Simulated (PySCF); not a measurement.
C5H11 (doublet state).
Atom-mapped SMILES: `[CH3:1][CH:2][CH:3]([CH3:4])[CH3:5]` (hydrogens: H6, H7, H8 on C1; H9 on C2; H10 on C3; H11, H12, H13 on C4; H14, H15, H16 on C5)

Structure used (GFN2-xTB), in Å, numbered top down from 1:
```
atom  x, y, z in Å
C1     2.1957    0.0443   -0.0154
C2     0.8432   -0.4986   -0.2566
C3    -0.3802    0.1123    0.3150
C4    -1.0365    1.0688   -0.7023
C5    -1.3943   -0.9618    0.7246
H6     2.2389    0.5808    0.9313
H7     2.4968    0.7468   -0.8046
H8     2.9417   -0.7517   -0.0078
H9     0.7224   -1.2529   -1.0165
H10   -0.1103    0.7001    1.2001
H11   -1.3169    0.5246   -1.6013
H12   -1.9295    1.5196   -0.2745
H13   -0.3445    1.8606   -0.9787
H14   -2.2946   -0.5021    1.1264
H15   -1.6699   -1.5680   -0.1354
H16   -0.9695   -1.6137    1.4842
```

The hyperfine couplings belong to this conformer and change with its torsions.

Method: UKS B3LYP, pcH-1 on C H, non-relativistic, mean-field spin-orbit, GIAO (PySCF). Isolated species at its GFN2-xTB geometry (one conformer only). Couplings are sensitive to structure, and on GFN2-xTB geometries they can be far from those on DFT ones. Stability of the SCF solution: not tested.

(1) Break the g tensor into its mass correction, gauge correction and orbital-Zeeman/spin–orbit terms.

(2) How much does each term add to the isotropic shift?

(3) At 9.532 GHz, how far is the centre of the isotropic spectrum from where a free electron (g = 2.002319) resonates?

(4) What are the electron Larmor frequencies g μB B/h along the three axes at 350 mT?

(5) In a frozen sample, at which fields do the three g values resonate at 9.5, 34, 94 and 263 GHz (hyperfine left aside), and which band first spreads them over more than twice a line width of 0.5 mT?

Answers

(1) 
| Δg (ppm) | 1 | 2 | 3 |
| --- | --- | --- | --- |
| relativistic mass correction | -145 | -145 | -145 |
| gauge correction | 1 | 34 | 31 |
| orbital Zeeman/spin–orbit | -29 | 485 | 669 |
| total | -174 | 374 | 555 |

So g = 2.00215, 2.00269, 2.00287 and g_iso = 2.00257; the tensor is rhombic: the two nearest values differ by 25 % of g3 − g1. Axes: g3 points within 14° of the C2–H9 bond.

(2) The orbital-Zeeman/spin–orbit term 375, the mass correction -145 and the gauge correction 22 ppm, for a total of 252 ppm. The orbital-Zeeman/spin–orbit term is the largest in size. The mass correction is the same along every axis, so the anisotropy comes from the other two: their spans along these axes are 34 (gauge) and 698 ppm (orbital Zeeman/spin–orbit).

(3) B = hν/(g μB) with μB/h = 13.99624 MHz/mT gives 340.13 mT for the free electron and 340.08 mT at g_iso, 0.04 mT lower.

(4) 9.8079, 9.8106, 9.8115 GHz for g1, g2 and g3, a range of 3.6 MHz.

(5) 
```tsv
band	GHz	B(g3) mT	B(g2) mT	B(g1) mT	spread mT
X	9.5	338.89	338.92	339.01	0.12
Q	34.0	1212.87	1212.98	1213.31	0.44
W	94.0	3353.22	3353.53	3354.45	1.22
J	263.0	9381.89	9382.74	9385.31	3.42
```

The spread grows in proportion to the frequency. W band is the first where it exceeds 1.0 mT.

The largest Mulliken spin populations are on C2 (+1.03), C1 (-0.09), C3 (-0.08) and H7 (+0.07). No atom but C2 exceeds +0.15. The angles at C2 add up to 359.0°, so it is planar; its axial dipolar tensor and the negative coupling of its proton fit spin in a p orbital normal to that plane.

The HOMO–LUMO gaps are 6.26 eV among the α and 7.80 eV among the β orbitals.
